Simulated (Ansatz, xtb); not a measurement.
# Relative energy of two structures of AlH2OSi+

Structure a: a singlet given by its coordinates. Structure b: a singlet given by its coordinates. Both are isolated ions in the gas phase, relaxed with r2SCAN-D4/def2-TZVP.

a (Å):

```yaml
atoms:
  - { symbol: Al, position_ang: [-3.3784, 0.8224, -0.5265] }
  - { symbol: O, position_ang: [-2.0712, 2.0733, -0.4077] }
  - { symbol: Si, position_ang: [-0.9572, 3.1403, -0.3059] }
  - { symbol: H, position_ang: [-3.1397, -0.3116, 0.5143] }
  - { symbol: H, position_ang: [-4.3983, 1.2081, -1.6388] }
```

Close contacts (Å): Al1–O2 1.81, O2–Si3 1.55, Al1–H4 1.56, Al1–H5 1.56.

b (Å):

```
atom    x (Å)    y (Å)    z (Å)
  Al  -2.1309   0.1021  -1.3796
   O  -0.4620   0.0963  -0.5999
  Si   0.9465   0.0912   0.0585
   H   1.7171  -1.1600   0.1202
   H   1.4955   1.3375   0.6136
```

Close contacts (Å): Al1–O2 1.84, O2–Si3 1.55, Si3–H4 1.47, Si3–H5 1.47.

Estimate E(b) − E(a) at the level CCSD(T)/def2-TZVPP.

Calculated at CCSD(T)/def2-TZVPP: E(b) − E(a) = +2.4 kcal/mol, so structure a lies lower.

How the difference moves with the method:

| level | geometry | E(b) − E(a) (kcal/mol) | departure from the last row (kcal/mol) | job, with rough time for the two |
| --- | --- | --- | --- | --- |
| GFN2-xTB | GFN2-xTB | +12.5 | +10.1 | optimisation, 0.15 s |
| HF/STO-3G | GFN2-xTB | +37.5 | +35.0 | single point, 0.16 s |
| r2SCAN-D4/def2-SVP | GFN2-xTB | +3.5 | +1.1 | single point, 1.1 s |
| r2SCAN-D4/def2-TZVP | r2SCAN-D4/def2-TZVP | +1.6 | −0.8 | optimisation, 13 s |
| HF/def2-TZVPP | r2SCAN-D4/def2-TZVP | +2.0 | −0.5 | part of the CCSD(T) run |
| MP2/def2-TZVPP | r2SCAN-D4/def2-TZVP | +2.4 | 0.0 | part of the CCSD(T) run |
| CCSD(T)/def2-TZVPP | r2SCAN-D4/def2-TZVP | +2.4 |  | single point, 9.9 s |

None of the levels shown reverses the order. The largest departure from CCSD(T)/def2-TZVPP is that of HF/STO-3G, 35.0 kcal/mol.

With harmonic frequencies from r2SCAN-D4/def2-TZVP (ideal gas, rigid rotor, one conformer each, 298.15 K, 1 atm): on the last row, ΔE + ΔZPE = +3.6, ΔH = +3.6, ΔG = +3.5 kcal/mol.

The correlated steps freeze 11 core orbitals. Codes used: Ansatz 0.2.0, xtb 6.7.1; the last row on 2 threads of Intel(R) Xeon(R) 6975P-C (Granite Rapids) on a shared host.
